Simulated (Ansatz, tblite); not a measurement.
# The cluster Cu2F: a ladder of methods and basis sets

The task here is to estimate one member of a computed series from the others.

The runs use Ansatz 0.2.0, Gaussian basis; as each input shows.

Levels to be run: GFN1-xTB, GFN2-xTB, PBE-D4/def2-TZVP, r2SCAN-D4/def2-TZVP, r2SCAN0-D4/def2-TZVP, HF/def2-TZVP, B3LYP-D4/def2-TZVP, LDA/def2-TZVP, CAM-B3LYP-D4/def2-TZVP, PBE-D4/def2-SVP, PBE0-D4/def2-SVP, HF/6-31G, B3LYP-D4/6-31G, PBE0-D4/def2-TZVPD, PBE-D4/def2-TZVPD, r2SCAN-D4/def2-TZVPD, CCSD(T)/def2-TZVPP, MP2/def2-TZVP, RPA/def2-TZVP, CCSD(T)/def2-TZVPD.

2 further runs of the same task are left out: 2 set aside as unsound or not needed. Runs told in other sessions of the task aren't counted.

## The geometry

The doublet was relaxed beforehand with r2SCAN-D4/def2-TZVP. At that level it is the lowest of the isomers that a small search found.

3 atoms, charge 0, spin multiplicity 2.

Bond lengths: Cu1–F3 1.933 Å, Cu2–F3 1.933 Å. Angles: Cu1–F3–Cu2 74.2°.

No spin-orbit coupling is included.

PBE0-D4/def2-TZVP was run before; its log isn't repeated, and its numbers join the tables.

The first run:

Tight binding, by tblite at 300 K electronic temperature and without a spin-polarisation term:

```python
tblite.interface.Calculator('GFN1-xTB', numbers, positions, charge=0, uhf=1).singlepoint()
```

Tight binding, by tblite at 300 K electronic temperature and without a spin-polarisation term:

```python
tblite.interface.Calculator('GFN2-xTB', numbers, positions, charge=0, uhf=1).singlepoint()
```

start.molden holds the orbitals of an earlier run on this state, given as this run's starting guess.

File in.yaml:

```yaml
crystal:
  periodic: [false, false, false]
  atoms:
    - {symbol: Cu, position_ang: [0.213969, 0.508936, 1.148362]}
    - {symbol: Cu, position_ang: [0.647454, 0.049359, -1.096300]}
    - {symbol: F, position_ang: [-0.861424, -0.558285, -0.052062]}
basis:
  gaussian: {orbitals: def2-TZVP, initial_orbitals: start.molden}
magnetization: {spin_polarized: true, initial_magnetization: 1}
hamiltonian: {xc: pbe, dispersion: d4}
scf: {omitted_lower_state_checks: [starts]}
output: {forces: true, orbitals: {seedname: orbitals}}
```

Started as:

```console
$ ansatz run in.yaml --threads 4 --pin off --events-out ev --progress --plain --max-ram 3916MiB
```

Steps of the session up to this table: PBE-D4/def2-TZVP; r2SCAN-D4/def2-TZVP; r2SCAN0-D4/def2-TZVP; HF/def2-TZVP; B3LYP-D4/def2-TZVP; LDA/def2-TZVP; CAM-B3LYP-D4/def2-TZVP; PBE-D4/def2-SVP; PBE0-D4/def2-SVP; HF/6-31G; B3LYP-D4/6-31G; PBE0-D4/def2-TZVPD; PBE-D4/def2-TZVPD; r2SCAN-D4/def2-TZVPD; CCSD(T)/def2-TZVPP; MP2/def2-TZVP; RPA/def2-TZVP; CCSD(T)/def2-TZVPD.

One of the session's tables, all rows but one given; the rest of the session is left out.

```
                 level  HOMO (eV)  LUMO (eV)  gap (eV)
              HF/6-31G      -6.75       0.12      6.88
          HF/def2-TZVP      -6.16       0.15      6.31
         LDA/def2-TZVP      -4.75      -4.26      0.49
       PBE-D4/def2-SVP      -3.99      -3.39      0.60
      PBE-D4/def2-TZVP      -4.53      -3.92      0.61
     PBE-D4/def2-TZVPD      -4.61      -3.99      0.62
   r2SCAN-D4/def2-TZVP      -4.62      -3.54      1.09
  r2SCAN-D4/def2-TZVPD      -4.72      -3.61      1.11
        B3LYP-D4/6-31G      -4.73      -2.69      2.04
    B3LYP-D4/def2-TZVP      -5.09      -3.23      1.86
      PBE0-D4/def2-SVP      -4.64      -2.28      2.36
     PBE0-D4/def2-TZVP      -5.11      -2.73      2.37
    PBE0-D4/def2-TZVPD          ?          ?         ?
  r2SCAN0-D4/def2-TZVP      -5.24      -2.50      2.74
CAM-B3LYP-D4/def2-TZVP      -6.18      -1.87      4.31
```

Estimate the missing values for PBE0-D4/def2-TZVPD.

The run gave: HOMO (eV): -5.19; LUMO (eV): -2.81; gap (eV): 2.37. In the column «HOMO (eV)» it lies between r2SCAN0-D4/def2-TZVP (-5.24) and PBE0-D4/def2-TZVP (-5.11).
